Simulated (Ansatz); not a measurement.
# Low-lying states of NaH

Program: Ansatz, Gaussian basis, development build. State-averaged CASSCF with equal weights; occupations are averaged over the states; levels count from the state that is lowest in CASSCF. Solutions may break the symmetry of the shape. No proof that the lowest CASSCF solution was found. The average may hold one member of a degenerate pair alone.

Geometry: bond length 1.8934 Å.

Basis cc-pVDZ, nonrelativistic, 5 orbitals frozen in the corrections; active space CAS(2,2). Averaged: 2 singlets.

**Question.** Give the levels in order.

**Answer.** 

| state | CASSCF (eV) | SC-NEVPT2 (eV) |
| --- | --- | --- |
| singlet | 0.000 | 0.000 |
| singlet | 2.794 | 3.007 |

Occupations: 1.50, 0.50.
